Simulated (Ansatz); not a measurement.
A calculation with Ansatz (development build ahead of 0.2.0).

```yaml
crystal:
  periodic: [false, false, false]
  atoms:
    - { symbol: "N", position_ang: [0.0, 0.0, 0.5957] }
    - { symbol: H, position_ang: [0.0, 0.0, -0.5957] }
basis:
  gaussian: { orbitals: STO-3G }
magnetization:
  initial_magnetization: 2
hamiltonian:
  xc: hf
correlation:
  method: ccsd_t
  frozen_orbitals: { H: 0, "N": 1 }
```

The input is written out in the form of the current development build from the run's settings. Correlation on restricted open-shell orbitals is semicanonical, with singles.

The run gave:

| Quantity | Value |
| --- | --- |
| Converged | yes |
| Reference energy | -54.25014 hartree |
| CCSD correlation energy | -0.03688 hartree |
| Triples correction | 0.00000 hartree |
| Total energy | -54.28702 hartree |
| Spin squared of the determinant | 2.000 |
